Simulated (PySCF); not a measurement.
Species: C2H4FN.
SMILES: `FC/C=N\[H]`

Method used: TDDFT CAM-B3LYP/def2-SVPD, vertical, gas phase, core orbitals frozen in the response (PySCF 2.14.0, density-fitted response routines). Isolated species at its GFN2-xTB geometry (one conformer only). Torsions of this conformer, `[H]/[N:1]=[CH:2]\[CH2:3][F:4]`: N1–C2–C3–F4 0°.

Computed states:

```json
{"state": "S1", "E (eV)": "5.31", "f": "0.0032"}
{"state": "S2", "E (eV)": "7.39", "f": "0.018"}
{"state": "S3", "E (eV)": "8.09", "f": "0.050"}
{"state": "S4", "E (eV)": "8.49", "f": "0.220"}
{"state": "S5", "E (eV)": "8.79", "f": "0.0021"}
{"state": "S6", "E (eV)": "8.94", "f": "0.106"}
{"state": "S7", "E (eV)": "9.28", "f": "0.016"}
{"state": "S8", "E (eV)": "9.34", "f": "0.0059"}
```

Broadening: Gaussians 0.25 eV wide at half height, area fixed by f = 4.319×10⁻⁹ ∫ε dν̃. The width is an assumption, not a result. The curve ends short of the highest state used, and states not computed would add to its high-energy end.

Question: What does the envelope look like, and where are its maxima?

Answer: 
```
E (eV)  ε (L mol⁻¹ cm⁻¹)
  4.94                 1
  5.07                25
  5.20               195
  5.33               335
  5.46               128
  5.59                11
  5.72                 0
  5.85                 0
  5.99                 0
  6.12                 0
  6.25                 0
  6.38                 0
  6.51                 0
  6.64                 0
  6.77                 0
  6.90                 0
  7.03                 5
  7.17               209
  7.30              1289
  7.43              1779
  7.56               548
  7.69                43
  7.82               233
  7.95              2364
  8.08              5388
  8.21              3503
  8.35             10477
  8.48             23675
  8.61             12381
  8.74              3713
```

Maxima: 233 nm (5.31 eV), ε about 340, made up of S1 (100%); 168 nm (7.39 eV), ε about 1900, made up of S2 (100%); 153 nm (8.09 eV), ε about 5400, made up of S3 (100%); 146 nm (8.49 eV), ε about 24000, made up of S4 (100%) (ε in L mol⁻¹ cm⁻¹; maxima over ε = 5, shares over 10%). At its high-energy end, 8.74 eV, the curve is still rising (ε about 3700, from S4 and S6).

Question: Coming from long wavelengths, where does ε first pass 100 L mol⁻¹ cm⁻¹?

Answer: At about 241 nm (5.15 eV), 0.16 eV below S1.

Question: On this curve, what absorbance would a 10⁻³ mol/L sample give at 248 nm over a 1 cm path?

Answer: 248 nm is 4.999 eV, where ε is about 4.5 L mol⁻¹ cm⁻¹, so A = ε c l ≈ 0.0045 (Beer–Lambert, with the gas-phase spectrum and the assumed width).

Question: Does any computed singlet lie in the visible range?

Answer: No computed singlet lies in the visible range (380 to 750 nm); the lowest, at 233 nm, stands 2.05 eV above its violet end (3.26 eV).

Hardware: an Arm Neoverse V1 with one thread, shared host with 32 logical CPUs at a one-minute load of 14. Cost: 8.4 s of wall time (grids of density and orbitals included), 0.49 GiB resident at most.
